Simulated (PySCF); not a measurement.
# CH4OS: the cost of one run

Computed with PySCF 2.14.0; each step states its level. No surroundings beyond the atoms listed, unless a continuum is named. Atoms count from 0, parts from 1.

## 1. The system as given

7 atoms, charge 0, multiplicity 1; geometry: GFN2-xTB. Parts: 1 = atoms 0–2, `O`, charge 0; 2 = atoms 3–6, `C=S`, charge 0.

## 2. Relaxing the molecule at PBE0-D3(BJ)/def2-SVPD

What the job is given:

```
{"job": {"xc": "PBE0", "basis": "def2-SVPD", "d3": "d3bj", "grid": 2, "kind": "geom", "shake": 0.01}, "charge": 0, "multiplicity": 1, "parts": [{"atoms": "0-2", "charge": 0, "multiplicity": 1}, {"atoms": "3-6", "charge": 0, "multiplicity": 1}]}
O      0.017458     0.230555     0.004795
H     -0.769638    -0.311410    -0.152177
H      0.643132    -0.289814     0.427295
C      2.599707     1.310356     1.651730
S      2.648302    -0.287696     1.872136
H      1.782059     1.754783     1.048043
H      3.299789     1.974202     2.103755
```

Command:

```console
$ OMP_NUM_THREADS=1 python cluster_run.py task.json out
```

This one command runs all jobs of the session in turn.

Q: Estimate the wall time and peak memory of this first job on 1 thread of Arm Neoverse V1, shared host.

About 16 s, with a peak of 0.45 GiB.
